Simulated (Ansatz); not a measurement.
**CHNSi, quintet in cc-pVDZ: errors against UCCSDT(Q)**

Geometry: that of the CHNSi, triplet, kept fixed. The triplet lies 3.9 eV lower here.

```yaml
atoms:
  - { symbol: C, position_ang: [0.0000, -0.7848, 0.7802] }
  - { symbol: N, position_ang: [0.0000, 0.4093, 1.1140] }
  - { symbol: Si, position_ang: [0.0000, 0.0986, -0.9607] }
  - { symbol: H, position_ang: [0.0000, 0.9166, 1.9911] }
```

Basis cc-pVDZ; Ansatz 0.2.0. Only valence electrons are correlated (noble-gas cores frozen), which leaves 14 electrons in 44 orbitals. Prefix R: restricted or restricted open-shell reference; prefix U: unrestricted.

Full CI isn't at hand for all of this; UCCSDT(Q) serves as the reference, and is uncertain by about the last step of the cluster series. The frozen core follows each run's orbitals, which can shift R against U totals by a few meV.

For open shells CISD is restricted-active-space CI with the open shells as a complete middle space.

The UHF ⟨S²⟩ is 6.039 and the T1 diagnostic (RCCSD) is 0.0289. The largest doubles amplitude (RCCSD) is 0.074 and the T1 diagnostic (UCCSD) is 0.0298.

```
   level  E − E(RHF) (eV)
     UHF          -0.2408
    RMP2          -8.7689
    UMP2          -8.6131
   RCCSD          -9.2943
   UCCSD          -9.3072
RCCSD(T)          -9.7115
UCCSD(T)          -9.7078
```

Task: Estimate how far UCCSDT(Q) in cc-pVDZ lies from RCCSD(T). The table doesn't fix it; the size of (T) and the diagnostics are the guide.

Result: UCCSDT(Q) in cc-pVDZ lies 1.55 kcal/mol below RCCSD(T), which is 16 % of the (T) step (-9.62 kcal/mol). The diagnostics are small and the rest is a small part of (T), but (T) is large here. The miss exceeds 1 kcal/mol.

The other levels:

```
    level  E − E(UCCSDT(Q)) (kcal/mol)  share of correlation (%)  wall time
     CISD                        30.57                     86.44       97 s
  BCCD(T)                         1.59                     99.29       35 s
   RCCSDT                         0.98                     99.56          –
   UCCSDT                         0.93                     99.59          –
RCCSDT(Q)                         0.06                     99.97    3.4 min
```

The correlation energy at UCCSDT(Q), counted from RHF, is -9.779 eV. That run took 2.8 min on 1 thread of Intel Xeon, shared host.

Times hold each run's SCF and search for its determinant on a shared host, so for small cases they say little of a method's own cost; they ran on 1 thread of Intel Xeon.
